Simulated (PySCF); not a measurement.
A geometry optimisation, step by step.

Compound: C₃HClO.
Atom-mapped SMILES: `[O:1]=[c:2]1[cH:3][c:4]1[Cl:5]` (hydrogens: H6 on C3)

Method: PBE0-D3(BJ)/def2-SVP geometry optimisation, gas phase in PySCF 2.14.0; density fitting, grid level 1; the optimiser is geomeTRIC in internal coordinates, started from a GFN2-xTB structure with every atom displaced at random (about 0.01 Å). The frame can shift and turn from step to step; on so coarse a grid that alone can change the energy by a few meV, and forces under 0.02 eV/Å are noise.

Step 0: E = -17676.4433 eV, largest atomic force 3.924 eV/Å
```
atom  x, y, z in Å  |  force x, y, z in eV/Å
O1     -1.190   -1.657    0.540   -0.310   0.024   0.021
C2     -0.576   -0.683    0.234    1.121   0.214  -0.199
C3     -0.438    0.715   -0.057    2.358  -2.010   0.032
C4      0.717   -0.062   -0.125   -3.805   0.849   0.445
Cl5     2.325   -0.054   -0.454    1.087   0.079  -0.195
H6     -0.812    1.711   -0.156   -0.451   0.844  -0.104
```

Step 1: E = -17676.3775 eV, largest atomic force 1.999 eV/Å
```
atom  x, y, z in Å  |  force x, y, z in eV/Å
O1     -1.868   -0.814    0.578   -1.509  -0.367   0.439
C2     -0.850   -0.324    0.256    1.192   0.104  -0.323
C3      0.036    0.759   -0.089   -1.737   0.450   0.357
C4      0.539   -0.476   -0.099    1.827   0.638  -0.499
Cl5     2.120   -1.025   -0.454   -0.238  -0.564   0.099
H6      0.049    1.849   -0.212    0.465  -0.261  -0.073
```

Step 2: E = -17676.4997 eV, largest atomic force 0.880 eV/Å
```
atom  x, y, z in Å  |  force x, y, z in eV/Å
O1     -1.875   -0.820    0.580   -0.147   0.088   0.037
C2     -0.843   -0.327    0.257    0.457  -0.429  -0.086
C3      0.006    0.775   -0.083   -0.699  -0.190   0.176
C4      0.570   -0.447   -0.107    0.511   0.693  -0.180
Cl5     2.124   -1.067   -0.454   -0.426  -0.179   0.122
H6      0.044    1.856   -0.213    0.304   0.017  -0.068
```

Step 3: E = -17676.5545 eV, largest atomic force 0.484 eV/Å
```
atom  x, y, z in Å  |  force x, y, z in eV/Å
O1     -1.862   -0.844    0.579    0.217   0.134  -0.064
C2     -0.829   -0.339    0.255    0.098  -0.474   0.017
C3     -0.023    0.791   -0.078   -0.045   0.106   0.003
C4      0.584   -0.408   -0.111   -0.137   0.188   0.007
Cl5     2.096   -1.101   -0.446   -0.229  -0.015   0.067
H6      0.058    1.869   -0.218    0.096   0.061  -0.029
```

Step 4: E = -17676.5689 eV, largest atomic force 0.263 eV/Å
```
atom  x, y, z in Å  |  force x, y, z in eV/Å
O1     -1.842   -0.867    0.577    0.142   0.065  -0.043
C2     -0.816   -0.349    0.252   -0.041  -0.233   0.039
C3     -0.036    0.808   -0.077    0.165   0.069  -0.039
C4      0.584   -0.385   -0.113   -0.247   0.086   0.031
Cl5     2.066   -1.122   -0.436   -0.010  -0.009   0.014
H6      0.069    1.885   -0.222   -0.009   0.022  -0.002
```

Step 5: E = -17676.5709 eV, largest atomic force 0.097 eV/Å
```
atom  x, y, z in Å  |  force x, y, z in eV/Å
O1     -1.835   -0.875    0.576    0.036   0.022  -0.015
C2     -0.812   -0.353    0.251   -0.035  -0.069   0.025
C3     -0.037    0.814   -0.078    0.072   0.037  -0.014
C4      0.581   -0.379   -0.114   -0.094   0.024   0.001
Cl5     2.057   -1.128   -0.432    0.036  -0.018   0.000
H6      0.072    1.891   -0.223   -0.016   0.004   0.003
```

Step 6: E = -17676.5711 eV, largest atomic force 0.025 eV/Å
```
atom  x, y, z in Å  |  force x, y, z in eV/Å
O1     -1.834   -0.876    0.577   -0.006   0.005  -0.003
C2     -0.812   -0.354    0.251    0.001  -0.010   0.009
C3     -0.035    0.815   -0.078    0.013   0.006   0.000
C4      0.579   -0.379   -0.115   -0.019   0.013  -0.011
Cl5     2.056   -1.129   -0.431    0.017  -0.012   0.002
H6      0.071    1.892   -0.222   -0.006  -0.002   0.002
```

**Question.** Summarise the path.

**Answer.** The energy falls by 0.1278 eV from step 0 to step 6; nine tenths of that is first reached at step 4. It rises by more than 0.2 meV at step 1. The largest force goes from 3.924 to 0.025 eV/Å. Among the bonds C3–C4 changes most, from 1.394 to 1.343 Å; the atoms move by 0.025 Å rms after alignment.

**Question.** Follow the three bonds and two angles with the largest change from start to end.

**Answer.** 
| step | E above end (eV) | largest force (eV/Å) | C3–C4 (Å) | C4–Cl5 (Å) | C2–C4 (Å) | O1–C2–C4 (°) | C2–C4–C3 (°) |
| --- | --- | --- | --- | --- | --- | --- | --- |
| 0 | 0.1278 | 3.924 | 1.394 | 1.641 | 1.479 | 148.9 | 59.9 |
| 1 | 0.1936 | 1.999 | 1.333 | 1.711 | 1.441 | 149.2 | 62.4 |
| 2 | 0.0714 | 0.880 | 1.346 | 1.710 | 1.464 | 150.6 | 61.1 |
| 3 | 0.0166 | 0.484 | 1.344 | 1.696 | 1.462 | 152.1 | 61.0 |
| 4 | 0.0022 | 0.263 | 1.345 | 1.687 | 1.448 | 152.8 | 61.7 |
| 5 | 0.0002 | 0.097 | 1.344 | 1.685 | 1.440 | 152.9 | 62.1 |
| 6 | 0.0000 | 0.025 | 1.343 | 1.687 | 1.439 | 152.9 | 62.3 |

What follows is the cost of the whole optimisation. The run took 19 s on Arm Neoverse N1, one thread, no GPU, on a shared host, and the process peaked at 0.34 GiB of memory.
